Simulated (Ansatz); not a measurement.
Process, species as SMILES: F atom → [F-] (an electron is taken up)
B3LYP-D3(BJ)/def2-TZVP geometries, fixed; electronic energies without zero-point terms; positive where energy is released.
Largest species:
```
F
```
Charge 0, spin multiplicity 2.

The adiabatic electron affinity at CCSD(T) with Ansatz (a first-principles code), in eV, split into its Hartree-Fock and correlation parts. Cores are frozen. Open shells are unrestricted. No added dispersion term, no relativity. Functions are those of the species that has most. These sets lack the diffuse functions that anions need.

```csv
basis,X,functions,Hartree-Fock,CCSD(T)
cc-pVDZ,2,14,-0.252,0.840
cc-pVTZ,3,30,0.511,2.123
cc-pVQZ,4,55,0.839,2.740
cc-pV5Z,5,91,1.072,3.151
```

Worked estimate of the basis-set limit from each neighbouring pair, with Hartree-Fock from the larger set and the correlation part extrapolated as X^-3.
Correlation parts: X = 2: 1.092, X = 3: 1.612, X = 4: 1.901, X = 5: 2.079.
- (2,3): (27·(1.612) - 8·(1.092))/19 = 1.831; with Hartree-Fock 0.511 the estimate is 2.342 eV.
- (3,4): (64·(1.901) - 27·(1.612))/37 = 2.112; with Hartree-Fock 0.839 the estimate is 2.951 eV.
- (4,5): (125·(2.079) - 64·(1.901))/61 = 2.266; with Hartree-Fock 1.072 the estimate is 3.338 eV.
The last two estimates differ by 0.387 eV; the largest set lies 0.187 from the last. Over the last step Hartree-Fock moves by 0.233 and the correlation part by 0.178.
